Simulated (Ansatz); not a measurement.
B20 (FeSi-type) FeSi, treated with r²SCAN-D4 in Ansatz (PAW).

Numerical settings: plane-wave cutoff 560 eV, 8×8×8 k mesh, Fermi–Dirac smearing 0.01 eV, no spin polarisation, scalar-relativistic PAW data made under PBE.

Properties against volume:

Shape and atoms are relaxed at each volume.

| V (Å³/atom) | P (GPa) | direct gap at Γ (eV) | smallest gap on the k mesh (eV) |
|---|---|---|---|
| 10.153 | 11.25 | 1.034 | 0.329 |
| 10.365 | 5.30 | 1.009 | 0.332 |
| 10.576 | -0.01 | 0.985 | 0.336 |
| 10.788 | -4.74 | 0.962 | 0.340 |
| 10.999 | -8.95 | 0.941 | 0.344 |

The fundamental gap (0.33 eV at the equilibrium volume, with added k points) lies elsewhere than Γ–Γ.

Measured, for comparison: band gap 0.05 eV (temperature not stated, not corrected to a static lattice, indirect, transport; lower end of the printed range; as tabulated in Tomczak (2018), arXiv:1802.07220).

Note: the bulk modulus comes from volumes at which shape and atoms were relaxed.

Ansatz is an electronic-structure program.
